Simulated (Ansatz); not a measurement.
Two shapes of singlet C₃H₆.

Shape 1:

```xyz
9

C     0.0000   -0.4541   -0.1192
C     0.0000   -0.4673    1.2146
C     0.0000    0.7691   -0.9750
H     0.0000   -1.4146   -0.6513
H     0.0000   -1.4047    1.7771
H     0.0000    0.4612    1.7958
H     0.0000    1.6890   -0.3718
H     0.8829    0.7916   -1.6359
H    -0.8829    0.7916   -1.6359
```

Shape 2:

```xyz
9

C    -0.0335   -0.4773   -0.1482
C    -0.0342   -0.4889    1.1852
C     0.0471    0.7572   -0.9871
H    -0.0056   -1.4177   -0.7009
H     0.0077   -1.4373    1.7400
H    -0.0251    0.4952    1.7692
H     0.0451    1.7001   -0.3903
H     0.8919    0.7845   -1.5873
H    -0.8878    0.8368   -1.6569
```

Basis set: def2-TZVP (spherical functions). Correlated methods keep 3 orbitals frozen. Charge 0, multiplicity 1.

Computed with Ansatz (development build ahead of 0.2.0); each method stands on the lowest determinant of its kind that the runs found.

Question: Which shape is lower in energy, and by how much in each method?

Answer:

```tsv
method	E(2) − E(1) (eV)
RHF	0.221
RHF-MP2	0.199
```

Shape 1 is lower.
